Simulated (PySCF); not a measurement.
## H₂S: map over both bonds

Computed with PySCF, PBE, basis S def2-TZVP, H def2-TZVP (no relativity, density fitting).

Rigid scan from the singlet minimum (S–H 1.352 Å (×2); H–S–H 91.8°). Coordinate: rows scale the first bond (S–H), columns the second (S–H). Energies in kJ/mol from the minimum.

| scale \ scale | 0.94 | 0.97 | 1.00 | 1.04 | 1.09 | 1.15 |
| --- | --- | --- | --- | --- | --- | --- |
| 0.94 | ? | 11.3 | 9.2 | 12.5 | 23.9 | 45.0 |
| 0.97 | ? | 4.3 | 2.1 | 5.4 | 16.8 | ? |
| 1.00 | 9.2 | ? | 0.0 | 3.2 | 14.6 | 35.6 |
| 1.04 | 12.5 | 5.4 | 3.2 | ? | 17.7 | 38.7 |
| 1.09 | 23.9 | 16.8 | 14.6 | 17.7 | 28.9 | 49.8 |
| 1.15 | 45.0 | 37.8 | 35.6 | 38.7 | 49.8 | 70.6 |

(1) Fill in the five missing cells, row by row.

Answers

(1) 18.3, 11.3, 37.8, 2.1, 6.4.

Other isomers or separated fragments may lie lower.
